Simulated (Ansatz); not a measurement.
A trace of molecular dynamics of CH3AlO (6 atoms, charge 0, multiplicity 1).

These are results of RKS PBE0/def2-SVP (Ansatz 0.2.0), not measurements.

| Property | Result |
| --- | --- |
| ensemble | NVE (velocity Verlet) |
| starting velocities drawn for | 300 K |
| seed | 773487 |

```
time (fs)   T (K)  potential energy less start (eV)  conserved less start (meV/atom)
      0.0     300                             0.000                             0.00
     20.0    2219                             5.670                          1110.29
     40.0    1268                             6.155                          1109.31
     60.0     855                             6.342                          1104.80
     80.0     773                             6.405                          1108.19
    100.0     650                             6.497                          1113.08
    120.0     654                             6.520                          1117.23
    140.0     777                             6.481                          1121.23
    160.0     789                             6.557                          1135.00
    180.0    1379                             6.418                          1162.75
    200.0    1427                             6.452                          1172.38
    220.0    1530                             6.350                          1164.35
    240.0    2903                             6.458                          1300.54
    260.0    2300                             5.966                          1166.72
    280.0    1900                             6.078                          1150.84
    300.0     985                             6.938                          1215.39
    320.0    1271                             6.586                          1181.44
    340.0     761                             6.797                          1172.62
    360.0    1139                             7.739                          1362.13
    380.0  213478                            21.790                         22001.95
    400.0  210176                            22.674                         21864.67
    420.0  210180                            22.763                         21879.93
    440.0  210558                            22.975                         21947.80
    460.0  211201                            22.740                         21964.06
    480.0  220793                            26.500                         23417.25
```

Q: Can this run be trusted? Judge the integration.

A: The conserved energy changed by up to 23000 meV per atom, so the integration failed: the time step of 4 fs is too long for the fastest motions that this run met, and the later frames carry no physical meaning.

Time of the run: 2.5 min on 1 CPU thread of a shared host.
